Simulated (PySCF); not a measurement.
**The 2-electron isoelectronic series, non-relativistic**

All values are computed (PySCF 2.14, energy differences of UHF-based or UKS calculations, no spin-orbit coupling). Each ion has its own even-tempered basis scaled to its charge (16s7p4d4f3g for the first); frozen: nothing. Ionisation energies in eV, correlation energies of the ion in mhartree.

| ion | configuration | UHF | MP2 (all electrons) | CCSD (all electrons) | CCSD(T) (all electrons) | CCSDT (all electrons) | FCI (all electrons) | LDA | E_corr MP2 | E_corr CCSD(T) | NIST (with spin-orbit, Breit and QED) |
| --- | --- | --- | --- | --- | --- | --- | --- | --- | --- | --- | --- |
| He | 1s2 (1S) | 23.448 | 24.445 | 24.581 | 24.581 | 24.581 | 24.581 | 24.303 | -36.7 | -41.6 | 24.587 |
| Be²⁺ | 1s2 (1S) | 152.69 | 153.81 | 153.88 | 153.88 | 153.88 | 153.88 | 151.94 | -41.0 | -43.7 | 153.90 (t) |
| C⁴⁺ | 1s2 (1S) | 390.79 | 391.95 | 392.00 | 392.00 | 392.00 | 392.00 | 388.09 | -42.6 | -44.5 | 392.09 (t) |
| O⁶⁺ | 1s2 (1S) | 737.73 | 738.91 | 738.95 | 738.95 | 738.95 | 738.95 | 732.95 | -43.4 | -44.8 | 739.33 (t) |
| Ne⁸⁺ | 1s2 (1S) | 1193.5 | 1194.7 | 1194.7 | 1194.7 | 1194.7 | 1194.7 | 1186.6 | -43.9 | -45.1 | 1195.8 (t) |
| Mg¹⁰⁺ | 1s2 (1S) | 1758.2 | 1759.4 | 1759.4 | 1759.4 | 1759.4 | 1759.4 | 1749.0 | -44.2 | -45.2 | 1761.8 (t) |
| Si¹²⁺ | 1s2 (1S) | 2431.6 | 2432.8 | 2432.9 | 2432.9 | 2432.9 | 2432.9 | 2420.3 | -44.5 | -45.3 | 2437.7 (t) |
| S¹⁴⁺ | 1s2 (1S) | 3214.0 | 3215.2 | 3215.2 | 3215.2 | 3215.2 | 3215.2 | 3200.3 | -44.7 | -45.4 | 3223.8 (t) |
| Ar¹⁶⁺ | 1s2 (1S) | 4105.1 | 4106.4 | 4106.4 | 4106.4 | 4106.4 | 4106.4 | 4089.2 | -44.8 | -45.5 | 4120.7 (t) |
| Ca¹⁸⁺ | 1s2 (1S) | 5105.2 | 5106.4 | 5106.4 | 5106.4 | 5106.4 | 5106.4 | 5086.9 | -44.9 | -45.5 | 5128.9 (t) |

Each ion has its own basis, which adds noise of up to about 0.1 % along the series.

NIST values marked (s) are semi-empirical, (t) theoretical. Open shells are high-spin determinants of the terms that Hund's rules give.
